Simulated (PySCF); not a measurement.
Compound: C5H8 (charge +1 and doublet state).
Cartesian coordinates in Å at the GFN2-xTB level; atoms count from 1:
```
atom  x, y, z in Å
C1     2.266    0.009   -0.178
C2     1.006   -0.170    0.325
C3    -0.171    0.171   -0.389
C4    -1.435    0.653    0.411
C5    -1.474   -0.676   -0.158
H6     2.431    0.423   -1.162
H7     3.139   -0.259    0.396
H8     0.890   -0.592    1.318
H9    -0.045    0.591   -1.380
H10   -1.938    1.475   -0.082
H11   -1.300    0.772    1.477
H12   -2.006   -0.861   -1.083
H13   -1.368   -1.536    0.488
```

The hyperfine couplings belong to this conformer and change with its torsions.

The species is `[CH2][CH+]C1CC1` [radical] (charge +1).

Method: UKS B3LYP, pcH-1 on C H, non-relativistic, mean-field spin-orbit, GIAO (PySCF 2.14.0). Isolated species at its GFN2-xTB geometry (one conformer only). Couplings are sensitive to structure, and on GFN2-xTB geometries they can be far from those on DFT ones, by a factor of two or more for some ions and for spin on atoms past the first row. Stability of the SCF solution: not tested.

Question: Give the principal g shifts and their parts.

Answer: 
```json
{"Δg (ppm)": "relativistic mass correction", "1": "-146", "2": "-146", "3": "-146"}
{"Δg (ppm)": "gauge correction", "1": "16", "2": "21", "3": "29"}
{"Δg (ppm)": "orbital Zeeman/spin–orbit", "1": "309", "2": "937", "3": "1402"}
{"Δg (ppm)": "total", "1": "179", "2": "812", "3": "1285"}
```

So g = 2.00250, 2.00313, 2.00360 and g_iso = 2.00308; the tensor is rhombic: the two nearest values differ by 43 % of g3 − g1. Axes: g1 points within 1° of the C4–C5 bond and g3 points within 9° of the C3–H9 bond.

Question: What are the electron Larmor frequencies g μB B/h along the three axes at 350 mT?

Answer: 9.8096, 9.8127, 9.8150 GHz for g1, g2 and g3, a range of 5.4 MHz.

Question: What effective moment and Curie constant follow for a powder?

Answer: With the mean of g² = 4.0123 and S(S+1) = 0.75: μ_eff = √(⟨g²⟩S(S+1)) = 1.735 μB and χT = 0.12505·⟨g²⟩·S(S+1) = 0.376 cm³ K/mol (cgs; spin-Hamiltonian part alone).

Question: In a frozen sample, at which fields do the three g values resonate at 9.5, 34, 94 and 263 GHz (hyperfine left aside), and which band first spreads them over more than twice a line width of 0.5 mT?

Answer: 
| band | GHz | B(g3) mT | B(g2) mT | B(g1) mT | spread mT |
| --- | --- | --- | --- | --- | --- |
| X | 9.5 | 338.77 | 338.85 | 338.95 | 0.19 |
| Q | 34.0 | 1212.43 | 1212.71 | 1213.10 | 0.67 |
| W | 94.0 | 3352.00 | 3352.79 | 3353.85 | 1.85 |
| J | 263.0 | 9378.47 | 9380.69 | 9383.66 | 5.18 |

The spread grows in proportion to the frequency. W band is the first where it exceeds 1.0 mT.

The Mulliken spin populations are largest on C1 (+0.58), C3 (+0.19), C5 (+0.11) and C4 (+0.11). The angles at C1 add up to 360.0°, so it is planar.

The HOMO–LUMO gaps are 6.50 eV among the α and 4.15 eV among the β orbitals.
